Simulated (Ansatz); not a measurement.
**AlNH₄ + CH₄: a complex and its separated parts**

The complex below is one end of an elementary step. How strongly is it bound against its free parts?

Computed with Ansatz 0.2.0, Gaussian basis. Level: PBE0-D4/def2-TZVP structures, single points in def2-TZVPP, no counterpoise correction.

Levels: SPW92, PBE-D4, BLYP-D4, r2SCAN-D4, B97M-V, PBE0-D4, B3LYP-D4, r2SCAN0-D4, BHLYP-D4, CAM-B3LYP-D4, wB97X-V, wB97M-V, B2PLYP, PBE-QIDH, RPA on PBE, Hartree-Fock, MP2, CCSD, CCSD(T).

Cores are frozen in the correlated methods. B3LYP uses VWN-RPA correlation. B2PLYP carries no dispersion term here.

94 further runs of the same task are left out: 94 set aside as unsound or not needed.

### 1 Starting geometry

The complex: 11 atoms, charge 0, spin multiplicity 1.

Atoms are counted from 1 here; the program's logs count them from 0.

Bond lengths: Al1–H3 1.584 Å, Al1–H4 1.583 Å, Al1–N6 1.769 Å, C2–H5 1.093 Å, C2–H7 1.089 Å, C2–H8 1.092 Å, C2–H9 1.090 Å, N6–H10 1.007 Å, N6–H11 1.007 Å. Angles: H3–Al1–H4 124.1°, H3–Al1–N6 117.8°, H4–Al1–N6 117.9°, H5–C2–H7 109.3°, H5–C2–H8 111.1°, H5–C2–H9 108.6°, H7–C2–H8 109.3°, H7–C2–H9 110.1°, H8–C2–H9 108.5°, Al1–N6–H10 124.9°, Al1–N6–H11 124.9°, H10–N6–H11 110.2°.

Coordinates:

```xyz
11
CH8AlN
Al   -1.3612   -0.2410   -0.3710
C     1.6255   -0.6907    0.6216
H    -1.0779   -1.2096   -1.5917
H    -1.7782   -0.7333    1.0750
H     1.2175    0.2714    0.3018
N    -1.3168    1.5019   -0.6719
H     1.6609   -0.7226    1.7095
H     1.0140   -1.5186    0.2567
H     2.6293   -0.7960    0.2110
H    -1.0987    1.9284   -1.5577
H    -1.5144    2.2100    0.0165
```

Its parts: AlNH₄ holds atoms 1, 3, 4, 6, 10, 11; CH₄ holds atoms 2, 5, 7, 8, 9. Each part counts its atoms afresh in its own runs.

### 2 Relaxing AlNH₄ alone

relax-a/in.yaml

```yaml
crystal:
  periodic: [false, false, false]
  atoms:
    - {symbol: Al, position_ang: [-1.361231, -0.241042, -0.370983]}
    - {symbol: H, position_ang: [-1.077862, -1.209617, -1.591682]}
    - {symbol: H, position_ang: [-1.778240, -0.733293, 1.074963]}
    - {symbol: N, position_ang: [-1.316849, 1.501933, -0.671869]}
    - {symbol: H, position_ang: [-1.098726, 1.928413, -1.557693]}
    - {symbol: H, position_ang: [-1.514358, 2.209983, 0.016482]}
basis:
  gaussian: {orbitals: def2-TZVP}
hamiltonian: {xc: pbe0, dispersion: d4}
relax: {f_tol: 0.005, max_steps: 200}
```

On the command line:

```
$ ansatz run in.yaml --threads 2 --pin off --events-out ev --progress --plain --max-ram 4352MiB
```

The runs that follow: Relaxing CH₄ alone; SPW92/def2-TZVPP; PBE-D4/def2-TZVPP; BLYP-D4/def2-TZVPP; r2SCAN-D4/def2-TZVPP; B97M-V/def2-TZVPP; PBE0-D4/def2-TZVPP; B3LYP-D4/def2-TZVPP; r2SCAN0-D4/def2-TZVPP; BHLYP-D4/def2-TZVPP; CAM-B3LYP-D4/def2-TZVPP; wB97X-V/def2-TZVPP; wB97M-V/def2-TZVPP; B2PLYP/def2-TZVPP; PBE-QIDH/def2-TZVPP; RPA on PBE/def2-TZVPP; CCSD(T)/def2-TZVPP; Vibrations of AlNH₄; Vibrations of CH₄.

**Question.** What will these runs give? Wanted: complex less parts, CCSD(T)/def2-TZVPP; with zero-point energy; largest T1 diagnostic.

As calculated:

```
                              quantity        value
complex less parts, CCSD(T)/def2-TZVPP  -4.8 kJ/mol
                with zero-point energy  -1.5 kJ/mol
                 largest T1 diagnostic        0.011
```

**Reading.** At CCSD(T) the complex lies 4.8 kJ/mol below its parts. PBE-QIDH is the best functional here (+0.2 kJ/mol from CCSD(T)); SPW92 is the worst (-10.8 kJ/mol). Mean unsigned error by rung: LDA 10.8, GGA 2.0, meta-GGA 1.8, hybrid 1.9, range-separated hybrid 1.7, double hybrid 2.3 kJ/mol. PBE-D4 gives a relative energy 3.6 kJ/mol too low, an error of 74 % of the reference. The complex's frequency run has imaginary modes: the structure is no minimum, so both the energy and the zero-point correction are in doubt. No counterpoise was applied, and triple zeta lacks some correlation, so the CCSD(T) reference has a basis error of its own, and close matches with it are partly luck.
